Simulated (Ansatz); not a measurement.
Cartesian coordinates in Å:
```
C -0.495 -0.040 -0.378
S 0.989 -0.918 0.219
Mg 1.933 0.596 1.711
H -1.177 0.209 0.435
H -0.237 0.866 -0.927
H -1.013 -0.714 -1.060
```

The species carries charge 0 and has multiplicity 2.

(1) List the r2SCAN/def2-TZVPP orbital energies in eV (the Gaussian-basis code of Ansatz). (Best estimate.)

Results:

(1) Computed: α occupied: -2407.89, -1267.64, -273.50, -212.30, -156.40, -156.28, -156.20, -83.50, -49.01, -48.98, -48.89, -19.40, -15.45, -10.58, -10.50, -8.84, -6.56, -5.34, -4.62. α empty: -1.74, -1.44, 0.35, 0.84, 1.87, 2.40, 2.45, 2.95. β occupied: -2407.86, -1267.59, -273.50, -212.29, -156.38, -156.21, -156.18, -83.45, -48.94, -48.91, -48.78, -19.35, -15.34, -10.55, -10.50, -8.79, -6.22, -5.29. β empty: -2.89, -0.84, -0.36, 1.01, 1.22, 2.60, 2.83, 2.86. ⟨S²⟩ = 0.752.
